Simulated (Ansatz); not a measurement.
Reaction (ligand exchange at the Si–N bond): `N[Si]Cl` + H–F → `F[Si]Cl` + NH₃

Isolated molecules relaxed with PBE0-D4/def2-TZVP in Ansatz; ΔE leaves out vibrations. CBS: def2 TZ/QZ extrapolation, frozen cores. Functionals use def2-TZVPP. B3LYP here is the variant with VWN-RPA as its local correlation; programs differ in this. HSE06 is defined as in plane-wave codes. One conformer a species, not always the lowest.

```json
{"level": "LDA (SPW92)", "ΔE (kJ/mol)": "-50.6", "difference from CCSD(T)/CBS": "5.1"}
{"level": "PBE-D4", "ΔE (kJ/mol)": "-55.7", "difference from CCSD(T)/CBS": "0.0"}
{"level": "revPBE-D4", "ΔE (kJ/mol)": "-52.3", "difference from CCSD(T)/CBS": "3.4"}
{"level": "BLYP-D4", "ΔE (kJ/mol)": "-62.7", "difference from CCSD(T)/CBS": "-7.0"}
{"level": "r2SCAN-D4", "ΔE (kJ/mol)": "-58.6", "difference from CCSD(T)/CBS": "-2.9"}
{"level": "B97M-V", "ΔE (kJ/mol)": "-65.9", "difference from CCSD(T)/CBS": "-10.2"}
{"level": "PBE0-D4", "ΔE (kJ/mol)": "-52.7", "difference from CCSD(T)/CBS": "3.0"}
{"level": "B3LYP-D4", "ΔE (kJ/mol)": "-60.7", "difference from CCSD(T)/CBS": "-5.0"}
{"level": "r2SCANh-D4", "ΔE (kJ/mol)": "-57.3", "difference from CCSD(T)/CBS": "-1.6"}
{"level": "r2SCAN0-D4", "ΔE (kJ/mol)": "-55.6", "difference from CCSD(T)/CBS": "0.1"}
{"level": "BHLYP-D4", "ΔE (kJ/mol)": "-60.2", "difference from CCSD(T)/CBS": "-4.5"}
{"level": "CAM-B3LYP-D4", "ΔE (kJ/mol)": "-63.0", "difference from CCSD(T)/CBS": "-7.3"}
{"level": "ωB97M-V", "ΔE (kJ/mol)": "-61.9", "difference from CCSD(T)/CBS": "-6.2"}
{"level": "B2PLYP", "ΔE (kJ/mol)": "-62.3", "difference from CCSD(T)/CBS": "-6.6"}
{"level": "PBE", "ΔE (kJ/mol)": "-58.9", "difference from CCSD(T)/CBS": "-3.2"}
{"level": "revPBE", "ΔE (kJ/mol)": "-61.1", "difference from CCSD(T)/CBS": "-5.4"}
{"level": "BLYP", "ΔE (kJ/mol)": "-69.8", "difference from CCSD(T)/CBS": "-14.1"}
{"level": "r2SCAN", "ΔE (kJ/mol)": "-59.3", "difference from CCSD(T)/CBS": "-3.6"}
{"level": "PBE0", "ΔE (kJ/mol)": "-55.4", "difference from CCSD(T)/CBS": "0.3"}
{"level": "B3LYP", "ΔE (kJ/mol)": "-65.9", "difference from CCSD(T)/CBS": "-10.2"}
{"level": "r2SCANh", "ΔE (kJ/mol)": "-58.1", "difference from CCSD(T)/CBS": "-2.4"}
{"level": "HSE06", "ΔE (kJ/mol)": "-55.0", "difference from CCSD(T)/CBS": "0.7"}
{"level": "BHLYP", "ΔE (kJ/mol)": "-64.5", "difference from CCSD(T)/CBS": "-8.8"}
{"level": "CAM-B3LYP", "ΔE (kJ/mol)": "-65.7", "difference from CCSD(T)/CBS": "-10.0"}
{"level": "LC-ωPBE", "ΔE (kJ/mol)": "-58.2", "difference from CCSD(T)/CBS": "-2.5"}
{"level": "RPA@PBE/def2-TZVPP", "ΔE (kJ/mol)": "-59.9", "difference from CCSD(T)/CBS": "-4.2"}
{"level": "HF/def2-SVP", "ΔE (kJ/mol)": "-53.5", "difference from CCSD(T)/CBS": "2.2"}
{"level": "MP2/def2-SVP", "ΔE (kJ/mol)": "-49.2", "difference from CCSD(T)/CBS": "6.5"}
{"level": "CCSD/def2-SVP", "ΔE (kJ/mol)": "-52.7", "difference from CCSD(T)/CBS": "3.0"}
{"level": "CCSD(T)/def2-SVP", "ΔE (kJ/mol)": "-52.0", "difference from CCSD(T)/CBS": "3.7"}
{"level": "HF/def2-TZVPP", "ΔE (kJ/mol)": "-65.7", "difference from CCSD(T)/CBS": "-10.0"}
{"level": "MP2/def2-TZVPP", "ΔE (kJ/mol)": "-53.0", "difference from CCSD(T)/CBS": "2.7"}
{"level": "SCS-MP2/def2-TZVPP", "ΔE (kJ/mol)": "-57.4", "difference from CCSD(T)/CBS": "-1.7"}
{"level": "CCSD/def2-TZVPP", "ΔE (kJ/mol)": "-58.0", "difference from CCSD(T)/CBS": "-2.3"}
{"level": "CCSD(T)/def2-TZVPP", "ΔE (kJ/mol)": "-56.6", "difference from CCSD(T)/CBS": "-0.9"}
{"level": "HF/def2-QZVPP", "ΔE (kJ/mol)": "-67.8", "difference from CCSD(T)/CBS": "-12.1"}
{"level": "SCS-MP2/def2-QZVPP", "ΔE (kJ/mol)": "-57.2", "difference from CCSD(T)/CBS": "-1.5"}
{"level": "CCSD/def2-QZVPP", "ΔE (kJ/mol)": "-58.6", "difference from CCSD(T)/CBS": "-2.9"}
{"level": "MP2/CBS(def2)", "ΔE (kJ/mol)": "-51.8", "difference from CCSD(T)/CBS": "3.9"}
{"level": "CCSD/CBS(def2)", "ΔE (kJ/mol)": "-57.7", "difference from CCSD(T)/CBS": "-2.0"}
{"level": "CCSD(T)/CBS", "ΔE (kJ/mol)": "-55.7", "difference from CCSD(T)/CBS": "0"}
```

Largest T1 diagnostic among the species: 0.014.

From BLYP to BHLYP (50 % exact exchange), in def2-TZVPP and without D4, ΔE moves by +5.3 kJ/mol. At CCSD(T), def2-SVP lies +3.7 kJ/mol from the extrapolated value and def2-TZVPP −0.9 kJ/mol. In def2-TZVPP, CCSD(T) changes the Hartree–Fock value by +9.1 kJ/mol (the triples alone add +1.4 kJ/mol) and MP2 by +12.7 kJ/mol.
